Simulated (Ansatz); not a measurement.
**HBO, quintet in 6-31G: errors against full CI**

Geometry: that of the HBO, triplet, kept fixed. The singlet lies 9.4 eV lower here.

```yaml
atoms:
  - { symbol: B, position_ang: [0.0000, -0.2038, 0.7317] }
  - { symbol: O, position_ang: [0.0000, 0.0840, -0.5793] }
  - { symbol: H, position_ang: [0.0000, 0.8523, 1.3474] }
```

Basis 6-31G; Ansatz 0.2.0. Correlated methods freeze the noble-gas cores, which leaves 10 electrons in 18 orbitals. Prefix R: restricted or restricted open-shell reference; prefix U: unrestricted. Active spaces: valence = (10e, 9o) chosen from the atoms' valence shells.

Full CI is exact within this basis and frozen core; it isn't the basis-set limit. The frozen core follows each run's orbitals, which can shift R against U totals by a few meV.

For open shells CISD is restricted-active-space CI with the open shells as a complete middle space.

The UHF ⟨S²⟩ is 6.008 and the T1 diagnostic (RCCSD) is 0.0729. The largest doubles amplitude (RCCSD) is 0.079. The T1 diagnostic (UCCSD) is 0.0624.

```json
{"level": "RHF", "E − E(full CI) (meV)": "3370", "share of correlation (%)": "0.00", "wall time": "–"}
{"level": "UHF", "E − E(full CI) (meV)": "3232", "share of correlation (%)": "4.08", "wall time": "–"}
{"level": "RMP2", "E − E(full CI) (meV)": "909", "share of correlation (%)": "73.03", "wall time": "–"}
{"level": "UMP2", "E − E(full CI) (meV)": "854", "share of correlation (%)": "74.65", "wall time": "–"}
{"level": "CISD", "E − E(full CI) (meV)": "246", "share of correlation (%)": "92.70", "wall time": "0.95 s"}
{"level": "RCCSD", "E − E(full CI) (meV)": "98", "share of correlation (%)": "97.09", "wall time": "–"}
{"level": "UCCSD", "E − E(full CI) (meV)": "92", "share of correlation (%)": "97.26", "wall time": "–"}
{"level": "RCCSD(T)", "E − E(full CI) (meV)": "27", "share of correlation (%)": "99.19", "wall time": "0.83 s"}
{"level": "UCCSD(T)", "E − E(full CI) (meV)": "25", "share of correlation (%)": "99.25", "wall time": "0.7 s"}
{"level": "BCCD(T)", "E − E(full CI) (meV)": "23", "share of correlation (%)": "99.31", "wall time": "0.97 s"}
{"level": "RCCSDT", "E − E(full CI) (meV)": "8", "share of correlation (%)": "99.78", "wall time": "–"}
{"level": "UCCSDT", "E − E(full CI) (meV)": "6", "share of correlation (%)": "99.81", "wall time": "–"}
{"level": "RCCSDT(Q)", "E − E(full CI) (meV)": "1", "share of correlation (%)": "99.98", "wall time": "3.5 s"}
{"level": "UCCSDT(Q)", "E − E(full CI) (meV)": "0", "share of correlation (%)": "100.00", "wall time": "2.4 s"}
{"level": "RCCSDTQ", "E − E(full CI) (meV)": "0", "share of correlation (%)": "99.99", "wall time": "14 s (H100)"}
{"level": "UCCSDTQ", "E − E(full CI) (meV)": "-1", "share of correlation (%)": "100.03", "wall time": "17 s (H100)"}
{"level": "CASSCF (valence space)", "E − E(full CI) (meV)": "2096", "share of correlation (%)": "37.80", "wall time": "–"}
{"level": "NEVPT2 (valence space)", "E − E(full CI) (meV)": "503", "share of correlation (%)": "85.07", "wall time": "1.6 s"}
{"level": "MRCISD (valence space)", "E − E(full CI) (meV)": "98", "share of correlation (%)": "97.10", "wall time": "–"}
{"level": "MRCISD+Q (valence space)", "E − E(full CI) (meV)": "35", "share of correlation (%)": "98.97", "wall time": "3.1 s"}
```

The correlation energy at full CI, counted from RHF, is -3.370 eV. That run took 5.5 s on 2 threads of AMD EPYC 7R13 with a shared H100 80 GB, shared host over 12,975,872 determinants.

Times hold each run's SCF and search for its determinant on a shared host, so for small cases they say little of a method's own cost; rows without a card ran on 1 thread of AMD EPYC 7R13.

The full-CI state has the irrep A' of Cs, in the program's axes.

Natural occupations of full CI about the gap: 1.987 1.973 1.945 1.017 1.000 0.989 0.985 0.031 0.025 0.013; effectively unpaired electrons, Σ n²(2−n)², 4.02.
